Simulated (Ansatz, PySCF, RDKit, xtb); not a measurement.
# Solving C2H2S, step by step

Given the formula C2H2S and nothing else, which arrangement of the atoms is the most stable in the gas at 298.15 K, and what are its properties?

The funnel: GFN2-xTB relaxations, single points with a density functional, relaxations at PBE0-D3(BJ)/pcseg-1, harmonic vibrations, and a last energy at a higher level. All values are calculated.

4 further runs of the same task are left out: 4 set aside as unsound or not needed.

## (1) Possible bonding patterns

All bonding patterns within simple valence rules are listed by program: one Lewis structure each, at most two rings and one unusual centre or charged pair. O–O, O–halogen and N–halogen bonds and N–N–N chains are not drawn. That gives 8 candidates.

| label | SMILES | spin |
| --- | --- | --- |
| c012 | [C]=CS | singlet |
| c285 | [C]=CS | triplet |
| c339 | C1=CS1 | singlet |
| c785 | C#CS | singlet |
| c812 | [CH]C=S | triplet |
| c819 | [CH]C=S | singlet |
| c861 | C=C=S | singlet |
| c925 | C#S#C | singlet |

Candidates are built by distance geometry, with a force field where one applies, in up to four conformers (letters a to d). 10 starts with atoms placed at random are added, to find patterns that the rules miss.

Q: Predict the outcome of this search (final energies at CCSD(T)/def2-TZVPP).

| quantity | value |
| --- | --- |
| lowest structure found | C=C=S, singlet, C2v |
| next finalist | C#CS, singlet, 14.3 kcal/mol higher in G |
| share at equilibrium, among the finalists | 100.0 % |
| harmonic wavenumbers, lowest and highest (PBE0-D3(BJ)/pcseg-1) | 358 and 3273 cm⁻¹ |
| rotational constants, same geometry | 9.488, 0.1884, 0.1847 cm⁻¹ |
| dipole moment (PBE0/def2-TZVPD) | 1.14 D |
| HOMO energy (PBE0/def2-TZVPD) | -6.65 eV |
| LUMO energy (PBE0/def2-TZVPD) | -2.24 eV |
| HOMO–LUMO gap (PBE0/def2-TZVPD) | 4.41 eV |
| lowest excitation (TD-B3LYP/def2-SVPD) | 2.55 eV (f = 0.000) |
| lowest triplet excitation, same level, Tamm-Dancoff | 2.22 eV |
| vertical ionisation energy | 8.88 eV |
| vertical electron affinity | 0.25 eV |
| vertical triplet less singlet | +2.14 eV |

`C=C=S` comes out lowest. Among the finalists first place is clear (14.3 kcal/mol); structures outside the list aren't covered. GFN2-xTB, HF/STO-3G, r2SCAN-D4/def2-SVP, PBE0-D3(BJ)/pcseg-1, HF/def2-TZVPP and MP2/def2-TZVPP already put its bonding pattern lowest among the structures in one piece. Measured dipole moment: 1.02 D (NIST CCCBDB Release 22 (SRD 101), experimental dipoles); the calculated dipole moment, 1.14 D, differs by +0.12 D. The search is not exhaustive (a finite list of starts, one conformer a finalist), so a lower isomer can't be ruled out. The lowest isomer need not be the one that is made and kept in a bottle, which depends on barriers.
